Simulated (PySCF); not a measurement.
```xyz
4

N      0.0076    -0.0049     0.3040
H      0.9264    -0.1090    -0.1264
H     -0.5631    -0.7479    -0.0992
H     -0.3710     0.8615    -0.0783
```

Charge 0, multiplicity 1.

Give the Mulliken and meta-Löwdin atomic charges from PBE-D3(BJ)/def2-TZVP // PBE0-D4/def2-SVP run with PySCF 2.14.0.


```tsv
atom	Mulliken (e)	meta-Löwdin (e)
N1	-0.67	-0.66
H2	0.22	0.22
H3	0.22	0.22
H4	0.22	0.22
```
